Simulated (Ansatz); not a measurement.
The input, for Ansatz 0.2.0:

```yaml
crystal:
  periodic: [false, false, false]
  atoms:
    - {symbol: Ti, position_ang: [0.000000, 0.000000, 0.000000]}
    - {symbol: B, position_ang: [0.000000, 0.000000, 2.157871]}
basis:
  gaussian: {orbitals: def2-SVP}
magnetization: {spin_polarized: false, initial_magnetization: 1}
correlation: {method: ccsd_t, electrons: outside_noble_gas}
```

```sh
$ ansatz run in.yaml --threads 1 --pin off --events-out ev --progress --plain --max-ram 4096MiB --backend cpu
```

Roughly how long does this take on 1 thread of AMD EPYC 7R13, shared host, and how much host memory?

77 s wall and 0.15 GiB.

```
494 factors; integrals over basis functions are off by at most 1.3e-3 eV
mean field evaluation 1: about -23736.9859 eV, gradient 3.7e1 eV
mean field evaluation 2: about -23737.0304 eV, gradient 3.8e1 eV
mean field evaluation 4: about -23744.4715 eV, gradient 2.0e1 eV
mean field evaluation 8: about -23746.7752 eV, gradient 1.1e0 eV
mean field evaluation 16: about -23746.7911 eV, gradient 2.0e-2 eV
mean field evaluation 32: about -23746.8002 eV, gradient 7.3e-1 eV
mean field evaluation 64: about -23747.3961 eV, gradient 8.1e-1 eV
mean field evaluation 96: about -23746.8902 eV, gradient 1.5e0 eV
mean field evaluation 128: about -23746.9499 eV, gradient 7.9e-1 eV
mean field evaluation 160: about -23746.9632 eV, gradient 5.2e-2 eV
...
mean field -23747.46128027 eV, -872.7031054425 hartree, gradient 1.3e-6 eV, S^2 0.750000; 54 other end points of the search recorded, 0 dependent functions left out
...
mean field evaluation 4224: about -23747.0731 eV, gradient 5.8e-1 eV
determinant -23747.46128027 eV, -872.7031054425 hartree, with singles and doubles -23751.77068077 eV, -872.8614729898 hartree
determinant -23746.96653361 eV, -872.6849238381 hartree, with singles and doubles -23751.83423060 eV, -872.8638084032 hartree
determinant -23746.95683640 eV, -872.6845674723 hartree, with singles and doubles -23751.83720934 eV, -872.8639178697 hartree
determinant -23746.94857289 eV, -872.6842637939 hartree, with singles and doubles -23751.75790469 eV, -872.8610034776 hartree
determinant -23746.94103682 eV, -872.6839868483 hartree, with singles and doubles -23752.44156075 eV, -872.8861273744 hartree
determinant -23746.93877518 eV, -872.6839037347 hartree, with singles and doubles -23752.01334206 eV, -872.8703906277 hartree
determinant -23746.93409077 eV, -872.6837315859 hartree, with singles and doubles -23752.00564893 eV, -872.8701079104 hartree
determinant -23746.80769957 eV, -872.6790867950 hartree, with singles and doubles -23752.44837657 eV, -872.8863778514 hartree
determinant -23746.79114226 eV, -872.6784783250 hartree, with singles and doubles -23752.44136597 eV, -872.8861202166 hartree
determinant -23746.75798221 eV, -872.6772597155 hartree, with singles and doubles -23751.75619668 eV, -872.8609407093 hartree
determinant -23746.73224789 eV, -872.6763139967 hartree, with singles and doubles -23751.82701046 eV, -872.8635430679 hartree
determinant -23746.66107563 eV, -872.6736984643 hartree, with singles and doubles -23752.02882135 eV, -872.8709594813 hartree
determinant -23746.63992986 eV, -872.6729213719 hartree, with singles and doubles -23752.16478331 eV, -872.8759559913 hartree
determinant -23746.59510552 eV, -872.6712741075 hartree, with singles and doubles -23752.18158688 eV, -872.8765735109 hartree
determinant -23746.48162453 eV, -872.6671037580 hartree, with singles and doubles -23750.20682012 eV, -872.8040021709 hartree
determinant -23746.46425808 eV, -872.6664655529 hartree, with singles and doubles -23751.56443056 eV, -872.8538934346 hartree
determinant -23746.39375359 eV, -872.6638745607 hartree, with singles and doubles -23750.89250654 eV, -872.8292006821 hartree
determinant -23746.27626506 eV, -872.6595569369 hartree, with singles and doubles -23750.89433767 eV, -872.8292679749 hartree
determinant -23746.27360926 eV, -872.6594593378 hartree, with singles and doubles -23750.88140331 eV, -872.8287926461 hartree
determinant -23746.25628427 eV, -872.6588226563 hartree, with singles and doubles -23751.84082686 eV, -872.8640508112 hartree
determinant -23746.12516410 eV, -872.6540040788 hartree, with singles and doubles -23751.03426837 eV, -872.8344103333 hartree
determinant -23746.08863859 eV, -872.6526617913 hartree, with singles and doubles -23750.02117089 eV, -872.7971796878 hartree
determinant -23745.94928596 eV, -872.6475406766 hartree, with singles and doubles -23750.30160516 eV, -872.8074854570 hartree
determinant -23745.45862525 eV, -872.6295092279 hartree, with singles and doubles -23749.42283764 eV, -872.7751913462 hartree
determinant -23745.17618771 eV, -872.6191298400 hartree, with singles and doubles -23749.97837254 eV, -872.7956068774 hartree
determinant -23744.99117286 eV, -872.6123306696 hartree, with singles and doubles -23751.20562552 eV, -872.8407075923 hartree
determinant -23744.98979705 eV, -872.6122801095 hartree, with singles and doubles -23749.56166459 eV, -872.7802931428 hartree
determinant -23744.92521445 eV, -872.6099067426 hartree, with singles and doubles -23749.10765931 eV, -872.7636087565 hartree
determinant -23744.87060586 eV, -872.6078999141 hartree, with singles and doubles -23749.43087444 eV, -872.7754866931 hartree
determinant -23744.78887142 eV, -872.6048962288 hartree, with singles and doubles -23748.41438945 eV, -872.7381315588 hartree
determinant -23744.23939180 eV, -872.5847032253 hartree, with singles and doubles -23748.12527669 eV, -872.7275068611 hartree
determinant -23744.14042073 eV, -872.5810661052 hartree, with singles and doubles -23750.64277648 eV, -872.8200232717 hartree
determinant -23743.99725590 eV, -872.5758048950 hartree, with singles and doubles -23747.77866303 eV, -872.7147690439 hartree
determinant -23746.94103682 eV, -872.6839868483 hartree, with singles and doubles -23752.57457169 eV, -872.8910154364 hartree
determinant -23746.93877518 eV, -872.6839037347 hartree, with no singles and doubles
determinant -23746.93409077 eV, -872.6837315859 hartree, with singles and doubles -23752.24924233 eV, -872.8790598029 hartree
determinant -23746.80769957 eV, -872.6790867950 hartree, with singles and doubles -23752.71944941 eV, -872.8963395944 hartree
determinant -23746.79114226 eV, -872.6784783250 hartree, with no singles and doubles
determinant -23746.66107563 eV, -872.6736984643 hartree, with singles and doubles -23752.11230133 eV, -872.8740273140 hartree
determinant -23746.63992986 eV, -872.6729213719 hartree, with singles and doubles -23752.39176663 eV, -872.8842974744 hartree
determinant -23746.59510552 eV, -872.6712741075 hartree, with singles and doubles -23752.50658411 eV, -872.8885169388 hartree
unrestricted determinant -23750.38553119 eV, -872.8105696819 hartree, S^2 2.6578
10 core orbitals not correlated: weight in the atoms' cores, before any rotation towards them, 0.999 or more for the frozen orbitals, at most 0.000 for the correlated occupied ones
reference -23746.80769957 eV, -872.6790867950 hartree; 4, 3 occupied and 31, 32 virtual orbitals, 494 factors
second order -4.59020985 eV of doubles, -0.00868381 eV of singles
cycle   1  -5.91175348 eV  change   -3.6e-6 eV  update   6.7e-6
cycle   2  -5.91175188 eV  change    1.6e-6 eV  update   6.3e-6
cycle   1  -5.91174872 eV  update   4.9e-6
cycle   2  -5.91174731 eV  change    1.4e-6 eV  update   4.5e-6
cycle   3  -5.91173586 eV  change    1.1e-5 eV  update   4.5e-6
cycle   4  -5.91171859 eV  change    1.7e-5 eV  update   3.8e-6
cycle   5  -5.91171099 eV  change    7.6e-6 eV  update   2.9e-6
cycle   6  -5.91170625 eV  change    4.7e-6 eV  update   2.2e-6
cycle   7  -5.91170492 eV  change    1.3e-6 eV  update   1.6e-6
perturbative correction -0.42918138 eV, -0.0157721246 hartree
Total energy: -23753.14858587 eV, -872.9121100683 hartree
```

The determinant lies 0.65 eV above the lowest one of its kind in the log. The T1 diagnostic is 0.268, too large for the energy to be relied on.
